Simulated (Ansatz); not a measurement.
Start from ZrC in the rock salt structure (space group Fm-3m, No. 225).

```
ZrC
1.0
    0.00000     2.33445     2.33445
    2.33445     0.00000     2.33445
    2.33445     2.33445     0.00000
Zr C
1 1
Direct
  0.00000   0.00000   0.00000
  0.50000   0.50000   0.50000
```

Calculations: Kohn–Sham DFT with the PBEsol functional, run in Ansatz (a quantum-chemistry and plane-wave program) with PAW and 420 eV plane waves, no spin-orbit coupling.

Perturbation: every Zr is replaced by Nb, then cell and atoms are relaxed.

Measured lattice parameter a: ZrC 4.696 Å (temperature not stated; as listed in Guo-Xu Zhang et al., New Journal of Physics (2018)); NbC 4.47 Å (temperature not stated; as listed in Guo-Xu Zhang et al., New Journal of Physics (2018)).

How well does PBEsol reproduce the measured shift?

With PBEsol the lattice parameter a moves by -0.219 Å (4.669 → 4.450) against -0.226 Å measured.

Whether these cells are dynamically stable was not tested. The final runs are not spin-polarised. An odd electron count without spin: NbC.
